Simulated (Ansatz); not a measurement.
**4H SiC: c axis length by level of theory**

No measured value is used here.

| level (code) | value (Å) |
|---|---|
| LDA (Ansatz) | 10.012 |
| PBE (Ansatz) | 10.129 |
| r²SCAN (Ansatz) | 10.076 |
| HSE06 (Ansatz) | ? |

**Question.** Complete the blanks.

**Answer.** 
- HSE06 (Ansatz, a program for electronic structure), value (Å): 10.056

Cutoffs and k meshes differ between the levels. Ansatz's density-functional and Hartree–Fock values are scalar-relativistic unless marked +SOC, with PAW data made under PBE.
